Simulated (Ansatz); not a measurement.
**One elementary step**

Start structure (SiH4O, singlet), relaxed at PBE0-D4/def2-TZVP:

```
6
angstrom
Si -0.3859 0.0682 -0.0525
O 1.2502 0.2255 -0.1693
H -0.8490 -1.2520 -0.5619
H -0.8521 0.2043 1.3551
H -0.9584 1.1549 -0.8790
H 1.7952 -0.4010 0.3076
```

The step: SiH₄O ([OH][SiH3]) → SiH₂ + H₂O (still joined by a long Si–O bond); bonds formed: O2–H3; bonds broken: Si1–H3; bonds weakened to dative contacts: Si1–O2. Computed with Ansatz 0.2.0 (basis: def2-TZVPP and def2-QZVPP); correlated methods freeze the cores. Extrapolation: Hartree–Fock as exp(−7.88 √X), correlation as X^−2.97. Energies below are by CCSD(T) at an estimated basis limit (MP2 extrapolated from triple and quadruple zeta, plus CCSD(T) − MP2 in triple zeta).

What are the electronic barrier and the energy of the step, from the start structure to the end structure? (An estimate is asked for; the value comes from the calculation.)

Computed: Barrier 82.87 kcal/mol; step energy 59.67 kcal/mol (uphill); reverse barrier, their difference, 23.20 kcal/mol. Barrier and step energy count from the start structure, the reverse barrier from the end structure.

The saddle point: One imaginary mode of 1522i cm⁻¹.
| pair | start (Å) | saddle (Å) | end (Å) |
| --- | --- | --- | --- |
| O2–H3 | 2.60 | 1.26 | 0.96 |
| Si1–O2 | 1.65 | 1.90 | 2.06 |
| Si1–H3 | 1.49 | 1.63 | 2.56 |

Zero-point energy (harmonic, PBE0-D4): ZPE is 24.12 kcal/mol at the start and 21.74 kcal/mol at the saddle, so the barrier goes from 82.87 to 80.49 kcal/mol.

First-order rate constant out of the start structure at 498 K by transition-state theory, with harmonic vibrational free energies alone and no tunnelling: ΔA‡ = 80.76 kcal/mol, so k = (kB T/h) exp(−ΔA‡/kB T) ≈ 10^-22 s⁻¹ (an order of magnitude at best: rotation, the number of equivalent paths and anharmonicity are left out).

The T1 diagnostic stays at or below 0.016. The restricted Hartree–Fock reference is unstable towards an unrestricted one at one or more of these structures.

Losses and insertions of silylenes and their heavier kin drive the gas-phase chemistry of silicon and germanium vapour deposition.

Labels in which every atom is bracketed show which atoms are joined, not bond orders.

For scale, one of the runs: CCSD(T)/def2-TZVPP, 129 basis functions, launched by `ansatz run in.yaml --threads 2 --pin off --events-out ev --progress --plain --max-ram 4352MiB`. The run took about 6 s on 2 CPU threads of an Arm Neoverse V1 (shared host).
